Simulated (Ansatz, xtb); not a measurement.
# Relative energy of two isomers of CH5BN+

Structure I: `B=[NH+]C`, a singlet. Structure II: `CB=[NH2+]`, a singlet. Both are isolated ions in the gas phase, relaxed with B3LYP-D3(BJ)/def2-SVP.

I (Å):

```yaml
atoms:
  - { symbol: C, position_ang: [1.0519, -0.4206, -0.5301] }
  - { symbol: B, position_ang: [-0.9079, -1.8260, -1.2716] }
  - { symbol: N, position_ang: [0.1193, -1.5895, -0.4873] }
  - { symbol: H, position_ang: [-1.8305, -2.0295, -1.9830] }
  - { symbol: H, position_ang: [0.3285, -2.2745, 0.2519] }
  - { symbol: H, position_ang: [0.7610, 0.2572, -1.3413] }
  - { symbol: H, position_ang: [2.0692, -0.7957, -0.7039] }
  - { symbol: H, position_ang: [0.9944, 0.1035, 0.4330] }
```

II (Å):

```xyz
8

C    -0.3159   -1.8483   -1.4582
B     0.4614   -0.9479   -0.5610
N     1.1404   -0.1291    0.2349
H    -0.5928   -2.7900   -0.9533
H     0.2395   -2.0601   -2.3898
H    -1.2521   -1.3234   -1.7426
H     2.0854   -0.3333    0.5748
H     0.7691    0.7650    0.5705
```

Quicker runs give these differences E(II) − E(I): GFN2-xTB −53.5 kJ/mol; HF/STO-3G −98.4 kJ/mol (at GFN2-xTB geometries); r2SCAN-D4/def2-SVP −141.7 kJ/mol (at GFN2-xTB geometries).

Q: Estimate E(II) − E(I) at the level CCSD(T)/def2-TZVPP.

A: Calculated at CCSD(T)/def2-TZVPP: E(II) − E(I) = −121.1 kJ/mol, so structure II lies lower.

The same difference at several levels:

```
                level               geometry  E(II) − E(I) (kJ/mol)  departure from the last row (kJ/mol)  job, with rough time for the two
             GFN2-xTB               GFN2-xTB                   −53.5                                 +67.6              optimisation, 0.14 s
            HF/STO-3G               GFN2-xTB                   −98.4                                 +22.7              single point, 0.16 s
   r2SCAN-D4/def2-SVP               GFN2-xTB                  −141.7                                 −20.6               single point, 1.8 s
B3LYP-D3(BJ)/def2-SVP  B3LYP-D3(BJ)/def2-SVP                  −125.8                                  −4.7                optimisation, 23 s
        HF/def2-TZVPP  B3LYP-D3(BJ)/def2-SVP                  −116.1                                  +4.9           part of the CCSD(T) run
       MP2/def2-TZVPP  B3LYP-D3(BJ)/def2-SVP                  −124.1                                  −3.1           part of the CCSD(T) run
   CCSD(T)/def2-TZVPP  B3LYP-D3(BJ)/def2-SVP                  −121.1                                                      single point, 35 s
```

As drawn, II has 1 C–B, 1 N–H in place of 1 C–N, 1 B–H.

The levels shown agree on the order. The largest departure from CCSD(T)/def2-TZVPP is that of GFN2-xTB, 67.6 kJ/mol.

With harmonic frequencies from B3LYP-D3(BJ)/def2-SVP (ideal gas, rigid rotor, one conformer each, 400 K, 1 atm): on the last row, ΔE + ΔZPE = −124.7 kJ/mol. A mode under 50 cm⁻¹ makes harmonic enthalpies and free energies unreliable, so none is given.

The correlated steps freeze 3 core orbitals. Run with Ansatz 0.2.0, xtb 6.7.1; the last row on 2 threads of Arm Neoverse V1 on a shared host.
